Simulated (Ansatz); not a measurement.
We consider 2H MoS₂, described by revPBE in Ansatz (PAW).

Numerical settings: plane-wave cutoff 520 eV, 12×12×4 k mesh (along the axes of the cell as run), Fermi–Dirac smearing 0.01 eV, no spin polarisation, scalar-relativistic PAW data made under PBE.

Computed at the level's own relaxed cell.

Predict the lattice constant a, c axis length, smallest direct gap on the k points sampled, band gap and direct gap at Γ.


- lattice constant a: 3.203 Å
- c axis length: 17.813 Å
- smallest direct gap on the k points sampled: 1.62 eV
- band gap: 1.52 eV
- direct gap at Γ: 2.62 eV

Measured, for comparison: band gap 1.23 eV (room temperature, not corrected to a static lattice, bulk 2H, our sources range from 1.23 to 1.29; as tabulated in Bastos et al. (2019), arXiv:1903.08112); lattice constant a 3.16 Å, lattice parameter c 12.294 Å (300 K, not corrected to a static lattice; as tabulated in arXiv:1605.07067). Computed (rounded) less measured: lattice constant a +1.4 %, lattice parameter c +44.9 %.

Note: for a layered or molecular solid the relaxed cell lies over 5 % above the published volume, where the minimum can be shallow; the cell comes from a level without a dispersion term, which matters for the spacing of layers, chains or molecules.

Spin–orbit coupling is not included.

Ansatz is an electronic-structure program.
